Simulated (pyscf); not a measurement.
PySCF, gas phase, ωB97X-D3(BJ)/def2-SVP geometries. MP2 and CC: frozen core, UHF for open shells. ΔMP2 is the change of the MP2 total energy from the triple- to the quadruple-zeta basis.

Task: How much does it cost (ΔH, 298 K, CCSD(T)/def2-TZVPP + ΔMP2(QZVPP)) to split H₃C–SnH₂–Cl (SMILES [CH3][SnH2][Cl]) at its Cl–Sn bond into H₃C–SnH₂• + Cl•?

Result: Cl–Sn to H₃C–SnH₂• + Cl•: 96.0 kcal/mol. Other isomers of H₃C–SnH₂• were not searched in full and may lie lower. The CCSD(T) − MP2 part came from Ansatz, without density fitting, on the same reference. The frozen core leaves the outer d or s,p core shells of the metals and heavy elements correlated in the MP2 and CC values, and def2-TZVPP describes them poorly, which can shift differences by a few kcal/mol. Left out: the spin-orbit lowering of Cl. Elements past Kr carry the def2 core potentials, without spin-orbit coupling.
